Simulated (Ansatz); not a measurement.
A nudged elastic band was laid between two geometries of BFH4S (7 atoms, charge 0, multiplicity 1).

All numbers below come from Ansatz 0.2.0, RKS PBE-D4/def2-SVP.

```json
{
 "movable images": "5",
 "climbing image": "yes",
 "spring": "5.0 eV/Å²",
 "optimiser": "quadratic models (default)",
 "start path": "through a guess of the saddle point",
 "force threshold": "0.03 eV/Å",
 "iteration limit": "60",
 "end points": "relaxed"
}
```

Image 0:

```xyz
7
Properties=species:S:1:pos:R:3
B 0.032 0.072 0.042
H 0.314 0.696 1.061
H 0.868 -0.031 -0.850
F -1.283 0.065 -0.336
S 0.373 -1.935 0.902
H -0.235 -2.689 -0.059
H -0.717 -2.014 1.719
```

Image 6:

```xyz
7
Properties=species:S:1:pos:R:3
B 0.075 -0.535 -0.881
H -0.236 -0.098 3.216
H 0.945 0.287 -1.086
F -1.176 -0.292 -1.275
S 0.514 -2.071 -0.046
H -0.742 -2.605 -0.056
H -0.029 -0.522 2.608
```

Q: What changes between the two ends?

A: Bonds broken: B1–H2, S5–H7. Bonds formed: H2–H7. BFH4S becomes BFH2S + H2.

Q: What energy profile does the band end with?

A: The forces met the threshold. The highest image is number 3 of 0 to 6, 0.59 eV above the first end and 1.04 eV above the last; the last end lies 0.45 eV below the first. A vibrational analysis at the climbing image gives one clearly imaginary mode, 694i cm⁻¹: a first-order saddle point. The orbitals stay closed-shell, which can raise the energy where a bond breaks towards radicals; this wasn't checked here.

| image | path coordinate (Å) | energy (eV) | B1–H2 (Å) | S5–H7 (Å) | H2–H7 (Å) |
| --- | --- | --- | --- | --- | --- |
| 0 | 0.00 | 0.00 | 1.23 | 1.36 | 2.97 |
| 1 | 0.97 | 0.06 | 1.22 | 1.36 | 2.73 |
| 2 | 1.94 | 0.15 | 1.23 | 1.36 | 2.13 |
| 3 | 2.91 | 0.59 | 1.33 | 1.63 | 1.12 |
| 4 | 4.01 | -0.27 | 2.32 | 2.57 | 0.77 |
| 5 | 5.12 | -0.45 | 3.31 | 3.25 | 0.77 |
| 6 | 6.22 | -0.45 | 4.13 | 3.12 | 0.77 |

Q: What is the geometry of the highest image?

A: 
```xyz
7
Properties=species:S:1:pos:R:3:forces:R:3
B -0.031 -0.231 0.061 0.00 0.00 0.00
H -0.232 0.072 1.336 0.00 0.00 0.00
H 1.011 0.317 -0.249 0.00 0.00 0.00
F -1.176 -0.075 -0.648 0.00 0.00 0.00
S 0.507 -2.221 0.282 0.00 0.00 0.00
H -0.768 -2.687 0.421 0.00 0.00 0.00
H 0.041 -1.013 1.276 0.00 0.00 0.00
```

Q: What are the harmonic wavenumbers there?

A: 694i, 253, 326, 551, 695, 861, 910, 1021, 1134, 1209, 1293, 1642, 2056, 2552, 2604 cm⁻¹.

Run time: 2.2 min on 1 thread of Arm Neoverse V1, with other jobs on the host, peak memory 0.11 GiB.
